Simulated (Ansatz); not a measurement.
# C$_{2}$H$_{3}$ClO, singlet in STO-3G: errors against RCCSDTQ

Geometry: MP2(full)/6-31G*, from the G2/97 set.

```xyz
7

C     0.0781    0.5749    0.0000
C     1.5642    0.7674    0.0000
Cl   -0.3741   -1.1670    0.0000
O    -0.7674    1.4260    0.0000
H     1.7792    1.8358    0.0000
H     1.9960    0.2911    0.8827
H     1.9960    0.2911   -0.8827
```

Basis STO-3G; Ansatz 0.2.0. Only valence electrons are correlated (noble-gas cores frozen), which leaves 24 electrons in 19 orbitals. Prefix R: restricted or restricted open-shell reference; prefix U: unrestricted. Active spaces: frontier = (8e, 8o) about the gap.

Full CI isn't at hand for all of this; RCCSDTQ serves as the reference, and is uncertain by about the last step of the cluster series. The frozen core follows each run's orbitals, which can shift R against U totals by a few meV.

Unrestricted rows (U) aren't spin-pure: their determinants' ⟨S²⟩ exceeds S(S+1) by up to 0.18, so they mix in states of higher spin.

The UHF ⟨S²⟩ is 0.180 and the T1 diagnostic (RCCSD) is 0.0120. The largest doubles amplitude (RCCSD) is 0.108.

```csv
level,E − E(RCCSDTQ) (kJ/mol),share of correlation (%),wall time
RHF,580.9,0.00,–
UHF,576.6,0.74,0.43 s
RMP2,105.6,81.82,–
CISD,62.0,89.33,0.46 s
RCCSD,17.2,97.04,–
RCCSD(T),3.5,99.39,0.49 s
BCCD(T),3.2,99.44,0.45 s
RCCSDT,0.7,99.87,–
CISDTQ,4.0,99.31,16 s (H100)
RCCSDT(Q),0.1,99.99,2.6 s
CASSCF (frontier space),259.9,55.27,–
NEVPT2 (frontier space),78.0,86.57,9 s
NEVPT4(SD) (frontier space),12.1,97.92,11 s
MRCISD (frontier space),13.0,97.76,–
MRCISD+Q (frontier space),0.1,99.98,12 s
```

The correlation energy at RCCSDTQ, counted from RHF, is -6.021 eV. That run took 53 s on 1 thread of AMD EPYC 7R13, shared host.

Times hold each run's SCF and search for its determinant on a shared host, so for small cases they say little of a method's own cost; rows without a card ran on 1 thread of AMD EPYC 7R13.

Atomization energy (electronic, same basis, no zero-point term; atoms at the same level, unrestricted beside the R rows where the molecule is a closed shell, with restricted open-shell steps beyond CCSDT(Q)) at RCCSDTQ: 2633.7 kJ/mol. Errors of other levels:

```json
{"level": "RHF", "error (kJ/mol)": "-474.7"}
{"level": "UHF", "error (kJ/mol)": "-470.4"}
{"level": "RMP2", "error (kJ/mol)": "-51.1"}
{"level": "CISD", "error (kJ/mol)": "-62.0"}
{"level": "RCCSD", "error (kJ/mol)": "-17.2"}
{"level": "RCCSD(T)", "error (kJ/mol)": "-3.6"}
{"level": "BCCD(T)", "error (kJ/mol)": "-3.2"}
{"level": "RCCSDT", "error (kJ/mol)": "-0.8"}
{"level": "CISDTQ", "error (kJ/mol)": "-4.0"}
{"level": "RCCSDT(Q)", "error (kJ/mol)": "-0.1"}
```

This basis is far from its limit, so the value isn't to be set against a measured one. Truncated CI isn't size-consistent, which counts against it in atomization.
